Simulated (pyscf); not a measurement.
This saddle point was located with ωB97X-D3(BJ)/def2-SVP in PySCF.

```xyz
9

N     -0.2815     1.0682     0.4923
Nb    -1.2262    -0.3395    -0.0661
Cl     0.1299    -2.2083    -0.1225
Cl    -3.0216     0.4345    -1.2797
Cl    -2.4847    -1.0899     1.6898
H      0.1475     1.8276     1.0140
S      0.0012     0.3077    -2.3032
H      0.0742     1.0567    -0.7644
H      1.1303    -0.3933    -2.0837
```

Surface: singlet, charge 0. Lowest wavenumbers (cm⁻¹): 1510i, 56, 113, 140, 153.

Problem. Name the species on either side of this saddle.

Solution. HN=Nb(Cl)(Cl)–Cl + H₂S ⇌ H₂N–Nb(SH)(Cl)(Cl)–Cl, an addition across a multiple bond or ene-type step read from left to right: H–S broken and H–N, Nb–S formed. At ωB97M-D3(BJ)/def2-TZVP it lies +18.2 kcal/mol from the left side and +27.6 kcal/mol from the right (each side as separated species at their lowest minima found). On the reactant side the descent ends in an adduct with a Nb–S contact, 12.5 kcal/mol under the separated species and 24.9 kcal/mol under the saddle at ωB97X-D3(BJ)/def2-TZVP. What is counted as formed (Nb–S) is already present as a longer contact in the reactant adduct; forming that adduct is a step of its own. At the saddle there is also a short H–Nb contact that neither side keeps. At ωB97X-D3(BJ)/def2-TZVP the barrier from the zero used here is 12.4 kcal/mol. This is the saddle that the search found; another between the same sides may lie lower. Elements past Kr carry the def2 core potentials, without spin-orbit coupling.
